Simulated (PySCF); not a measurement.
Gas-phase reaction: 2 ethylsilane + C2H5 = 2 (CH3)3Si + 3 H

Energies from PySCF, thermal terms from the rigid-rotor harmonic-oscillator model, ideal gas at 1 bar. S°(298 K) at PBE0/def2-TZVP differs from the NASA 1993 table for C2H5 (+9 J/mol/K); whether the harmonic model or the table's entry is off was not settled. † marks an energy on the PBE0/def2-TZVP geometry and frequencies; other levels use their own. MP2 freezes the core. 6-31G* has spherical d functions here. Open shells (unrestricted): C2H5 (multiplicity 2), (CH3)3Si (multiplicity 2), H (multiplicity 2); the rest are closed-shell singlets. B3LYP is the form with VWN-RPA correlation. (CH3)3Si: computed as isolated molecules; such fragments, hydroxides, amides, oligomers or adducts are transient or little studied in the gas. MP2 isn't extrapolated to the basis-set limit; its ΔH°(298 K) is 616.1 kJ in def2-SVP and 605.1 kJ in def2-TZVPP. The harmonic model lacks anharmonicity and excited electronic states, which grow with temperature; levels with a mode under 35 cm⁻¹ are left out. Internal rotation in ethylsilane, C2H5, (CH3)3Si is treated as a harmonic vibration of one conformer, which makes the entropy rough.

```tsv
level	ΔE electronic, kJ	ΔH°(298 K), kJ	ΔS°(298 K), J/K	ΔG°(2500 K), kJ
B3LYP/6-31G*	727	691	170	154
BLYP/def2-TZVP†	697	661	166	130
HF/def2-TZVP†	573	536	166	5
MP2/def2-TZVPP†	642	605	166	74
PBE/def2-TZVP†	647	610	166	79
PBE0/def2-QZVP†	656	619	166	88
PBE0/def2-TZVP	658	622	166	91
r2SCAN/def2-TZVP†	663	627	166	96
LDA/def2-TZVP†	709	672	166	141
ωB97M-V/def2-TZVP†	699	663	166	132
ωB97X-V/def2-TZVP†	703	666	166	135
```
ΔH° is lowest at HF/def2-TZVP† and highest at B3LYP/6-31G*. No reference value is set beside these.
